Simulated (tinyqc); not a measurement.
Worked calculation: RHF in the sto-6g basis, for H2O, spin multiplicity 1. One step of it, computed by the program tinyqc.

Problem. Orthogonalisation. S = U s U^T; symmetric (Loewdin) form X = U s^(-1/2) U^T, so that X^T S X = 1.

overlap S, lower triangle:
```
,1O 1s,1O 2s,1O 2px,1O 2py,1O 2pz,2H 1s,3H 1s
1O 1s,1.000000
1O 2s,0.231145,1.000000
1O 2px,0.000000,0.000000,1.000000
1O 2py,0.000000,0.000000,0.000000,1.000000
1O 2pz,0.000000,0.000000,0.000000,0.000000,1.000000
2H 1s,0.038430,0.378960,0.000000,0.271851,0.193795,1.000000
3H 1s,0.038430,0.378960,0.000000,-0.271851,0.193795,0.159706,1.000000
```

Give: eigenvalues of S; X.

Solution.

eigenvalues of S: 0.4449  0.5275  0.8920  1.0000  1.0915  1.3128  1.7313

X, lower triangle:
```
,1O 1s,1O 2s,1O 2px,1O 2py,1O 2pz,2H 1s,3H 1s
1O 1s,1.0223
1O 2s,-0.1323,1.1513
1O 2px,0.0000,0.0000,1.0000
1O 2py,0.0000,0.0000,0.0000,1.0736
1O 2pz,-0.0063,0.0653,0.0000,0.0000,1.0327
2H 1s,0.0172,-0.2180,0.0000,-0.1745,-0.1096,1.1225
3H 1s,0.0172,-0.2180,0.0000,0.1745,-0.1096,-0.0536,1.1225
```
